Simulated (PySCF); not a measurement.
**1,2-dimethoxyethane: proton affinities at several levels**

Structure: `COCCOC` (C4H10O2). Numbering: `[CH3:1][O:2][CH2:3][CH2:4][O:5][CH3:6]`

All levels share the PBE0-D3(BJ)/def2-SVP structures and the GFN2-xTB thermal terms; only the single-point energies (PySCF) change. Values are proton affinities (298 K, kJ/mol).

Measured (NIST Chemistry WebBook): proton affinity (−ΔH) 858 kJ/mol.

```
                           level   O2   time
        M06-L/def2-TZVP (grid 3)  842   97 s
                    HF/def2-TZVP  845  9.6 s
         PBE0-D3(BJ)/ma-def2-SVP  854   14 s
             PBE0-D3(BJ)/pcseg-1  855   11 s
            PBE-D3(BJ)/def2-TZVP  856   64 s
r2SCAN-D3(BJ)/def2-TZVP (grid 3)  856   97 s
          B3LYP-D3(BJ)/def2-TZVP  857   30 s
           BLYP-D3(BJ)/def2-TZVP  857   63 s
           PBE0-D3(BJ)/def2-TZVP  857      –
               LC-ωPBE/def2-TZVP  859   68 s
              PBE0-D3(BJ)/6-31G*  860  8.1 s
                  OPBE/def2-TZVP  867   63 s
            PBE0-D3(BJ)/def2-SVP  870   11 s
               PBE0-D3(BJ)/6-31G  895  5.3 s
```

Times are wall times for all single points of a level on 1 thread of Arm Neoverse V1, a shared host; the dash marks the run that also made the structures. BLYP, LC-ωPBE, M06-L, OPBE, PBE, r2SCAN ran on a slower path of this set-up, which computes the density-fitting integrals anew in every SCF cycle while the other levels store them. So the times needn't show the usual order of cost, and those levels read slower than they are.

Hartree-Fock leaves out electron correlation, so its proton affinities can be off by tens of kJ/mol.

The spread: 53 kJ/mol, from 842 to 895.
